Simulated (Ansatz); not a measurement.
**Li: from a first guess to the relaxed bcc type**

First guess:

```yaml
crystal:
  lattice:
    - [-1.64259, 1.64259, 1.64259]
    - [1.64259, -1.64259, 1.64259]
    - [1.64259, 1.64259, -1.64259]
  atoms:
    - { symbol: Li, position: [0.00000, 0.00000, 0.00000] }
```

Method: Ansatz 0.2.0, DFT, PBE, PAW with Ansatz's default frozen-core files, scalar-relativistic.

Cell and atoms relax within the symmetry of the start on a 14×14×14 k mesh with 0.03 eV Fermi–Dirac smearing.

The start is built from a prototype, known or not as a phase of this compound; the cutoff is 420 eV.

(1) What is the pressure of the first guess?

(2) What does it relax to?

(3) How much energy does the relaxation release?

Results:

(1) 2.35 GPa.

(2) a = 3.436 Å, b = 3.436 Å, c = 3.436 Å, α = 90.00°, β = 90.00°, γ = 90.00° (conventional cell), 20.27 Å³ per atom:
```xyz
1
Lattice="-1.7178 1.7178 1.7178 1.7178 -1.7178 1.7178 1.7178 1.7178 -1.7178" Properties=species:S:1:pos:R:3 pbc="T T T"
Li    0.0000    0.0000    0.0000
```

(3) 17 meV/atom.
